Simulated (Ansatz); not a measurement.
# V (bcc): energy against volume

Method: DFT, revPBE, plane waves (420 eV) with PAW, scalar-relativistic (Ansatz). (PAW data from PBE, frozen cores regenerated.)

The cell is scaled uniformly from the relaxed one, with fractional coordinates and shape fixed. Energies are extrapolated to zero smearing, pressures are those at the given smearing. Magnetic state: non-magnetic.

A Birch-Murnaghan fit gives V₀ = 13.69 Å³/atom, B₀ = 175 GPa, B₀′ = 3.8.

What are the energy above the minimum and the pressure at 12.040 Å³/atom?

132.5 meV/atom and 28.68 GPa as computed.

What are the energy above the minimum and the pressure at 13.135 Å³/atom?

12.9 meV/atom and 7.89 GPa as computed.

What are the energy above the minimum and the pressure at 14.776 Å³/atom?

41.9 meV/atom and -11.44 GPa as computed.
